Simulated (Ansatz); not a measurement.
HfO2 (P2₁/c, No. 14)

Calculation: RPBE (Ansatz, a first-principles code, plane waves, PAW).

Numerical settings: plane-wave cutoff 520 eV, 8×8×8 k mesh, Fermi–Dirac smearing 0.01 eV, scalar-relativistic PAW data made under PBE.

Cell: relaxed at this level.

```yaml
equilibrium_volume_per_atom: 12.10 Å³/atom
bulk_modulus: 176 GPa
band_gap: 4.12 eV
smallest_direct_gap_on_the_k_points_sampled: 4.20 eV
direct gap at Γ: 4.63 eV
```

Measured, for comparison: band gap 5.7 eV (temperature not stated, not corrected to a static lattice, our sources range from 5.70 to 5.84; as tabulated in Choudhary et al. (2018), arXiv:1804.01032).

Note: the relaxation could not lower the start's symmetry, so the cell can be a saddle point above a distorted one; the bulk modulus comes from volumes at which shape and atoms were relaxed.

Spin–orbit coupling is not included.

Computed values are for the static lattice.

Cost on a shared machine: very roughly 2.5 core-hours.
